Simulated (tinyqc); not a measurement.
Inside a calculation. Method: coupled-perturbed Hartree-Fock on RHF in the sto-6g basis, for OH-, spin multiplicity 1. The basis has no diffuse functions, so it cannot describe the extra electron: this is an exercise in the method, not the real anion. Computed by tinyqc, a small Python program that keeps every step (integrals from PySCF). Settings: charge = -1, multiplicity = 1, basis = sto-6g, method = RHF, energy threshold = 1e-10, iteration cap = 88, orthogonalisation = canonical, start = core, DIIS depth = 6. Command: `OMP_NUM_THREADS=1 python tinyqc.py 27244 27245 out.jsonl` (the two numbers bound the seeds that draw the settings). One thread of a shared host (Intel(R) Xeon(R) Processor @ 2.60GHz), about 0.2 s of CPU time with the checks. The early iterations of the SCF are left out here.

## One-electron integrals

Geometry (angstrom):
```
atom,x,y,z
O,0.0000,0.0000,0.0000
H,0.0000,0.0000,1.0330
```

Basis sto-6g: exponents (1/bohr^2) and contraction coefficients of normalised primitives:
```
element,l (shell),exponent,coefficient
O,s (1),1355.5842,0.0092
O,s (1),248.5449,0.0494
O,s (1),69.5339,0.1685
O,s (1),23.8868,0.3706
O,s (1),9.2759,0.4165
O,s (1),3.8203,0.1303
O,s (2),52.1878,-0.0133
O,s (2),10.3293,-0.0470
O,s (2),3.2103,-0.0338
O,s (2),1.2351,0.2502
O,s (2),0.5364,0.5951
O,s (2),0.2459,0.2407
O,p (3),52.1878,0.0038
O,p (3),10.3293,0.0377
O,p (3),3.2103,0.1739
O,p (3),1.2351,0.4180
O,p (3),0.5364,0.4259
O,p (3),0.2459,0.1017
H,s (1),35.5232,0.0092
H,s (1),6.5131,0.0494
H,s (1),1.8221,0.1685
H,s (1),0.6260,0.3706
H,s (1),0.2431,0.4165
H,s (1),0.1001,0.1303
```

Overlap, kinetic and nuclear-attraction integrals over the contracted functions; the nuclear repulsion is the sum of Za Zb / Rab.

nuclear repulsion = 4.098178 hartree

overlap S, lower triangle:
```
,1O 1s,1O 2s,1O 2px,1O 2py,1O 2pz,2H 1s
1O 1s,1.0000
1O 2s,0.2311,1.0000
1O 2px,0.0000,0.0000,1.0000
1O 2py,0.0000,0.0000,0.0000,1.0000
1O 2pz,0.0000,0.0000,0.0000,0.0000,1.0000
2H 1s,0.0466,0.4285,0.0000,0.0000,0.3654,1.0000
```

kinetic energy T (hartree), lower triangle:
```
,1O 1s,1O 2s,1O 2px,1O 2py,1O 2pz,2H 1s
1O 1s,29.3272
1O 2s,-0.8960,0.8426
1O 2px,0.0000,0.0000,2.5313
1O 2py,0.0000,0.0000,0.0000,2.5313
1O 2pz,0.0000,0.0000,0.0000,0.0000,2.5313
2H 1s,-0.0047,0.0943,0.0000,0.0000,0.2275,0.7685
```

nuclear attraction V (hartree), lower triangle:
```
,1O 1s,1O 2s,1O 2px,1O 2py,1O 2pz,2H 1s
1O 1s,-61.7706
1O 2s,-6.2697,-9.5083
1O 2px,0.0000,0.0000,-9.4728
1O 2py,0.0000,0.0000,0.0000,-9.4728
1O 2pz,-0.0141,-0.1606,0.0000,0.0000,-9.5781
2H 1s,-1.4495,-3.1869,0.0000,0.0000,-2.4586,-5.2271
```

core Hamiltonian H = T + V (hartree), lower triangle:
```
,1O 1s,1O 2s,1O 2px,1O 2py,1O 2pz,2H 1s
1O 1s,-32.4434
1O 2s,-7.1657,-8.6657
1O 2px,0.0000,0.0000,-6.9415
1O 2py,0.0000,0.0000,0.0000,-6.9415
1O 2pz,-0.0141,-0.1606,0.0000,0.0000,-7.0468
2H 1s,-1.4542,-3.0926,0.0000,0.0000,-2.2311,-4.4585
```

## Two-electron integrals

Functions are numbered as in S; the eight-fold symmetry (ij|kl) = (ji|kl) = (kl|ij) leaves the list below.

Two-electron integrals (ij|kl) in chemists' order, unique and non-zero (hartree):
```
i,j,k,l,(ij|kl)
1,1,1,1,4.7875
2,1,1,1,0.6759
2,1,2,1,0.1215
2,2,1,1,1.1174
2,2,2,1,0.2492
2,2,2,2,0.8174
3,1,3,1,0.0258
3,2,3,1,0.0391
3,2,3,2,0.1807
3,3,1,1,1.1174
3,3,2,1,0.2492
3,3,2,2,0.8174
3,3,3,3,0.8807
4,1,4,1,0.0258
4,2,4,1,0.0391
4,2,4,2,0.1807
4,3,4,3,0.0475
4,4,1,1,1.1174
4,4,2,1,0.2492
4,4,2,2,0.8174
4,4,3,3,0.7857
4,4,4,4,0.8807
5,1,5,1,0.0258
5,2,5,1,0.0391
5,2,5,2,0.1807
5,3,5,3,0.0475
5,4,5,4,0.0475
5,5,1,1,1.1174
5,5,2,1,0.2492
5,5,2,2,0.8174
5,5,3,3,0.7857
5,5,4,4,0.7857
5,5,5,5,0.8807
6,1,1,1,0.1452
6,1,2,1,0.0250
6,1,2,2,0.0502
6,1,3,3,0.0501
6,1,4,4,0.0501
6,1,5,1,0.0012
6,1,5,2,0.0024
6,1,5,5,0.0504
6,1,6,1,0.0053
6,2,1,1,0.3538
6,2,2,1,0.0800
6,2,2,2,0.2907
6,2,3,3,0.2858
6,2,4,4,0.2858
6,2,5,1,0.0064
6,2,5,2,0.0473
6,2,5,5,0.3003
6,2,6,1,0.0166
6,2,6,2,0.1287
6,3,3,1,0.0089
6,3,3,2,0.0500
6,3,5,3,0.0098
6,3,6,3,0.0182
6,4,4,1,0.0089
6,4,4,2,0.0500
6,4,5,4,0.0098
6,4,6,4,0.0182
6,5,1,1,0.2558
6,5,2,1,0.0587
6,5,2,2,0.2274
6,5,3,3,0.2171
6,5,4,4,0.2171
6,5,5,1,0.0130
6,5,5,2,0.0850
6,5,5,5,0.2478
6,5,6,1,0.0127
6,5,6,2,0.1224
6,5,6,5,0.1334
6,6,1,1,0.4979
6,6,2,1,0.1147
6,6,2,2,0.4767
6,6,3,3,0.4577
6,6,4,4,0.4577
6,6,5,1,0.0119
6,6,5,2,0.1202
6,6,5,5,0.5147
6,6,6,1,0.0240
6,6,6,2,0.2678
6,6,6,5,0.2908
6,6,6,6,0.7750
```

## Orthogonalisation

S = U s U^T; canonical form X = U s^(-1/2), so that X^T S X = 1. Each column of U has its largest component positive (the first on a tie).

eigenvalues of S: 0.4207  0.8430  1.0000  1.0000  1.1292  1.6071

X:
```
,1,2,3,4,5,6
1O 1s,0.2673,0.7681,0.0000,0.0000,0.5956,0.2118
1O 2s,-0.8806,-0.4732,0.0000,0.0000,0.3748,0.4506
1O 2px,0.0000,0.0000,0.5814,0.8136,0.0000,0.0000
1O 2py,0.0000,0.0000,0.8136,-0.5814,0.0000,0.0000
1O 2pz,-0.6599,0.5606,0.0000,0.0000,-0.5891,0.3155
2H 1s,1.0462,-0.2409,0.0000,0.0000,-0.2083,0.5242
```

Within a degenerate level the vectors are fixed only up to a rotation; this is one choice.

## Starting guess

The start is the orbitals of the core Hamiltonian; D = 2 C_occ C_occ^T.

D at the start, lower triangle:
```
,1O 1s,1O 2s,1O 2px,1O 2py,1O 2pz,2H 1s
1O 1s,2.1198
1O 2s,-0.5347,2.3810
1O 2px,0.0000,0.0000,2.0000
1O 2py,0.0000,0.0000,0.0000,2.0000
1O 2pz,-0.0406,0.2486,0.0000,0.0000,2.2256
2H 1s,0.0850,-0.3696,0.0000,0.0000,-0.3873,0.1126
```

## Iteration 7 (converged): orbitals

converged F (hartree), lower triangle:
```
,1O 1s,1O 2s,1O 2px,1O 2py,1O 2pz,2H 1s
1O 1s,-19.6633
1O 2s,-4.7813,-1.6785
1O 2px,0.0000,0.0000,0.2322
1O 2py,0.0000,0.0000,0.0000,0.2322
1O 2pz,-0.0214,-0.0383,0.0000,0.0000,0.4513
2H 1s,-0.9714,-0.6391,0.0000,0.0000,-0.2999,-0.0715
```

Diagonalise F' = X^T F X, C = X C', fill 5 alpha and 5 beta electrons from the bottom; D = 2 C_occ C_occ^T. Each column has its largest component positive (the first on a tie).

F' = X^T F X (hartree), lower triangle:
```
,1,2,3,4,5,6
1,0.6741
2,-1.7926,-8.0667
3,0.0000,0.0000,0.2322
4,0.0000,0.0000,0.0000,0.2322
5,-1.1304,-8.6132,0.0000,0.0000,-8.8921
6,-0.5939,-4.1184,0.0000,0.0000,-4.7119,-2.7408
```

orbital energies (hartree): MO1 -19.6666, MO2 -0.5929, MO3 0.0666, MO4 0.2322, MO5 0.2322, MO6 1.1674

coefficients C:
```
,MO1,MO2,MO3,MO4,MO5,MO6
1O 1s,0.9967,-0.2281,0.0979,0.0000,0.0000,0.0772
1O 2s,0.0147,0.8859,-0.5455,0.0000,0.0000,-0.5103
1O 2px,0.0000,0.0000,0.0000,0.0455,0.9990,0.0000
1O 2py,0.0000,0.0000,0.0000,0.9990,-0.0455,0.0000
1O 2pz,0.0024,0.0477,0.5344,0.0000,0.0000,-0.9531
2H 1s,-0.0039,0.2489,0.6921,0.0000,0.0000,0.9643
```

D after iteration 7, lower triangle:
```
,1O 1s,1O 2s,1O 2px,1O 2py,1O 2pz,2H 1s
1O 1s,2.1100
1O 2s,-0.4815,2.1650
1O 2px,0.0000,0.0000,2.0000
1O 2py,0.0000,0.0000,0.0000,2.0000
1O 2pz,0.0877,-0.4985,0.0000,0.0000,0.5758
2H 1s,0.0141,-0.3141,0.0000,0.0000,0.7634,1.0818
```

Within a degenerate level the vectors are fixed only up to a rotation; this is one choice.

## Convergence

Stop when the energy changes by less than 1e-10 hartree and every element of the error matrix X^T (F D S - S D F) X is below 3e-06.

Course of the cycle:
```
iteration,E (hartree),change,largest element of the error matrix
1,-73.662221,-,8.12e-01
2,-74.774660,-1.11e+00,1.07e-01
3,-74.784753,-1.01e-02,3.09e-02
4,-74.785276,-5.23e-04,1.10e-03
5,-74.785276,-2.58e-07,1.36e-05
6,-74.785276,-1.15e-10,6.69e-07
7,-74.785276,-3.69e-13,2.59e-09
```

PySCF RHF in the same basis = -74.785276 hartree

Converged in 7 iterations.

## Populations, bond orders and dipole

Mulliken: Z minus the diagonal of D S on the atom; Loewdin: the same with S^(1/2) D S^(1/2); Mayer order: 2 sum_s sum (D(s) S)_ij (D(s) S)_ji over the two atoms.

Charges (e):
```
atom,Mulliken,Loewdin
1O,-0.7732,-0.7822
2H,-0.2268,-0.2178
```

Mayer bond orders:
```
pair,order
2-1,0.9485
```

dipole moment about the origin, x y z (debye): 0.0000  0.0000  -0.4964

## Integrals over molecular orbitals

(pq|rs) = sum C_ip C_jq C_kr C_ls (ij|kl), one index at a time.

one-electron integrals over orbitals h = C^T H C (hartree), lower triangle:
```
,1,2,3,4,5,6
1,-32.4298
2,0.5989,-7.1499
3,-0.2544,0.7286,-5.6923
4,0.0000,0.0000,0.0000,-6.9415
5,0.0000,0.0000,0.0000,0.0000,-6.9415
6,-0.2078,1.0210,1.4033,0.0000,0.0000,-5.6588
```

Two-electron integrals over orbitals (pq|rs), unique and non-zero (hartree):
```
p,q,r,s,(pq|rs)
1,1,1,1,4.7621
2,1,1,1,-0.4415
2,1,2,1,0.0656
2,2,1,1,1.0314
2,2,2,1,-0.0169
2,2,2,2,0.7270
3,1,1,1,0.1951
3,1,2,1,-0.0282
3,1,2,2,0.0118
3,1,3,1,0.0216
3,2,1,1,-0.1976
3,2,2,1,0.0090
3,2,2,2,-0.0363
3,2,3,1,0.0103
3,2,3,2,0.1465
3,3,1,1,0.8053
3,3,2,1,-0.0082
3,3,2,2,0.6304
3,3,3,1,-0.0023
3,3,3,2,-0.0167
3,3,3,3,0.6510
4,1,4,1,0.0267
4,2,4,1,0.0331
4,2,4,2,0.1498
4,3,4,1,-0.0134
4,3,4,2,-0.0510
4,3,4,3,0.0427
4,4,1,1,1.1171
4,4,2,1,-0.0119
4,4,2,2,0.7545
4,4,3,1,0.0050
4,4,3,2,-0.1026
4,4,3,3,0.6225
4,4,4,4,0.8807
5,1,5,1,0.0267
5,2,5,1,0.0331
5,2,5,2,0.1498
5,3,5,1,-0.0134
5,3,5,2,-0.0510
5,3,5,3,0.0427
5,4,5,4,0.0475
5,5,1,1,1.1171
5,5,2,1,-0.0119
5,5,2,2,0.7545
5,5,3,1,0.0050
5,5,3,2,-0.1026
5,5,3,3,0.6225
5,5,4,4,0.7857
5,5,5,5,0.8807
6,1,1,1,0.1587
6,1,2,1,-0.0253
6,1,2,2,-3.11e-05
6,1,3,1,-0.0031
6,1,3,2,-0.0231
6,1,3,3,0.0113
6,1,4,4,0.0039
6,1,5,5,0.0039
6,1,6,1,0.0306
6,2,1,1,-0.2166
6,2,2,1,0.0052
6,2,2,2,-0.1069
6,2,3,1,-0.0174
6,2,3,2,-0.0269
6,2,3,3,-0.0075
6,2,4,4,-0.1127
6,2,5,5,-0.1127
6,2,6,1,0.0196
6,2,6,2,0.1088
6,3,1,1,-0.2782
6,3,2,1,0.0039
6,3,2,2,-0.1108
6,3,3,1,0.0041
6,3,3,2,0.1203
6,3,3,3,-0.0457
6,3,4,4,-0.1570
6,3,5,5,-0.1570
6,3,6,1,-0.0099
6,3,6,2,0.0384
6,3,6,3,0.1670
6,4,4,1,-0.0100
6,4,4,2,-0.0400
6,4,4,3,-0.0092
6,4,6,4,0.0383
6,5,5,1,-0.0100
6,5,5,2,-0.0400
6,5,5,3,-0.0092
6,5,6,5,0.0383
6,6,1,1,0.9473
6,6,2,1,-0.0107
6,6,2,2,0.6813
6,6,3,1,0.0146
6,6,3,2,0.0273
6,6,3,3,0.6435
6,6,4,4,0.6663
6,6,5,5,0.6663
6,6,6,1,-0.0104
6,6,6,2,-0.0878
6,6,6,3,-0.0440
6,6,6,6,0.7221
```

## Response to a field: uncoupled start

dipole integrals <a|z|i> (bohr):
```
,i1,i2,i3,i4,i5
a6,-0.0553,0.0699,1.0620,0.0000,0.0000
```

Field along z; U_ai = -mu_ai / (e_a - e_i), alpha = -4 sum U_ai mu_ai.

uncoupled U:
```
,i1,i2,i3,i4,i5
a6,0.0027,-0.0397,-0.9648,0.0000,0.0000
```

uncoupled polarisability = 4.1099 bohr^3

## Coupled step 1

U_ai = -(mu_ai + sum_bj [4 (ai|bj) - (ab|ij) - (aj|bi)] U_bj) / (e_a - e_i); alpha = -4 sum U_ai mu_ai.

U after step 1:
```
,i1,i2,i3,i4,i5
a6,0.0008,0.0004,-1.0863,0.0000,0.0000
```

polarisability = 4.6144 bohr^3

## Coupled step 2

As before.

U after step 2:
```
,i1,i2,i3,i4,i5
a6,0.0004,0.0146,-1.1053,0.0000,0.0000
```

polarisability = 4.6910 bohr^3

## Coupled polarisability

Repeat until U stops changing; compare with -d2E/dF2.

Course of the coupled iterations:
```
step,alpha (bohr^3)
0,4.1099
1,4.6144
2,4.6910
3,4.7053
4,4.7083
5,4.7090
6,4.7092
7,4.7092
8,4.7092
9,4.7092
10,4.7092
11,4.7092
12,4.7092
13,4.7092
```

coupled polarisability = 4.7092 bohr^3

finite-field check, fields of +/-0.001 au = 4.7092 bohr^3
